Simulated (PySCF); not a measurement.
Protonated nitrogen molecule, N2H (charge +1).
InChI=1S/N2/c1-2/p+1

The closed-shell ground state was solved at several levels (PySCF, density fitting, gas phase, non-relativistic). Geometry: PBE0-D3(BJ)/def2-TZVP; no solvent, vibrations or thermal averaging.

```
           level  basis functions  HOMO (eV)  LUMO (eV)  gap (eV)
  B97-2/pcSseg-2               86     -22.03     -10.23     11.80
wB97X-D/pcSseg-2               86     -24.36      -8.08     16.28
   PBE0/pcSseg-2               86     -22.33     -10.08     12.25
```

Q: Estimate the row for KT3/pcSseg-2, a basis of 86 functions; the other rows only guide the guess.

A: HOMO -20.74 eV, LUMO -11.46 eV, gap 9.28 eV.

Q: Over all these levels, which gives the widest orbital gap and which the narrowest?

A: wB97X-D/pcSseg-2 (range-separated hybrid) has the widest, 16.28 eV, and KT3/pcSseg-2 (GGA) the narrowest, 9.28 eV. From the narrowest to the widest the HOMO moves by -3.62 eV and the LUMO by +3.38 eV.

Q: In the pcSseg-2 basis, how does the gap go with the fixed share of exact exchange?

A: KT3 (0 %) 9.28 eV; B97-2 (21 %) 11.80 eV; PBE0 (25 %) 12.25 eV. Each rise in the share widens the gap here.
